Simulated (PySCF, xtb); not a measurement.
# CH2Si: where a starting geometry ends

The starting geometry of this gas-phase singlet has its atoms placed at random.

```csv
atom,x (Å),y (Å),z (Å)
C,0.8749,0.3356,0.2650
Si,-1.1714,0.8714,0.2301
H,-0.6468,-0.3253,0.0219
H,0.3317,-0.9633,-0.0627
```

Task: Guess where an optimisation with r2SCAN-D4/def2-SVP ends from this start.

Result: It ends as `C=[Si]`. Distances that change by over a tenth: C1–Si2 (2.12 → 1.71 Å). Contacts that open: Si2–H3 (1.32 → 2.50 Å). Contacts that close: C1–H3 (1.68 → 1.10 Å), C1–H4 (1.45 → 1.10 Å).

The energy falls by 6.62 eV over 23 steps:

| step | E − E(last) (eV) |
| --- | --- |
| 1 | 6.624 |
| 3 | 4.219 |
| 6 | 1.523 |
| 8 | 0.391 |
| 11 | 0.213 |
| 13 | 0.122 |
| 16 | 0.029 |
| 18 | 0.005 |
| 21 | 0.000 |
| 23 | 0.000 |

Final geometry (Å):

```csv
atom,x (Å),y (Å),z (Å)
C,-0.1766,-0.1468,0.0903
Si,-0.7560,1.4421,0.3729
H,-0.8284,-1.0152,-0.0949
H,0.8923,-0.4135,0.0740
```

From the same start GFN2-xTB reaches the same bonding as this run.

From so rough a start the end depends on the optimiser's path, so another program may land elsewhere. The end wasn't checked by frequencies. Run with PySCF 2.14.0, 37 s on 2 threads of Arm Neoverse V1 (shared host).
